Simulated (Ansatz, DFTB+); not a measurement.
Lattice parameter a (Å) of solids drawn from the class of elemental solids other than molecular ones, at two levels: GFN1-xTB as cut by DFTB+ (DFTB+), and r²SCAN (Ansatz, an electronic-structure program, PAW).

```tsv
solid	GFN1-xTB as cut by DFTB+	r²SCAN	shift (%)
fcc Ir	3.950	3.844	-2.68
bcc Li	4.134	3.477	-15.9
fcc Au	4.246	4.125	-2.85
fcc Al	4.519	3.992	-11.7
bcc K	5.996	5.348	-10.8
fcc Pd	3.992	3.908	-2.10
fcc Rh	3.856	3.800	-1.45
bcc Cs	6.158	6.273	+1.87
fcc Sr	7.481	6.101	-18.4
bcc Na	5.517	4.223	-23
```

The shifts run from -23 % to +1.87 %, with a median of -6.83 %.

Over all 10 rows r²SCAN is the larger in 1.

Ansatz's runs of these crystals have no spin polarisation. A magnetic state wasn't tried for fcc Pd, fcc Rh with meta-GGA or hybrid levels, which favour moments.

Spin–orbit coupling is left out, also for the solids with elements from indium on (fcc Ir, fcc Au, bcc Cs); its size isn't shown.

Caveats: codes differ in how they cut the long-range tail of xTB's charge interaction in a crystal, so the value belongs to this code (GFN1-xTB as cut by DFTB+: fcc Ir, bcc Li, fcc Au, fcc Al, bcc K, fcc Pd and 4 more); the cell moved over 20 % in volume from its start (GFN1-xTB as cut by DFTB+: bcc Li, fcc Al, bcc K, fcc Sr, bcc Na); the method was fitted mainly to molecules (GFN1-xTB as cut by DFTB+: fcc Ir, bcc Li, fcc Au, fcc Al, bcc K, fcc Pd and 4 more). Ansatz's density-functional and Hartree–Fock values are scalar-relativistic unless marked +SOC, with PAW data made under PBE.
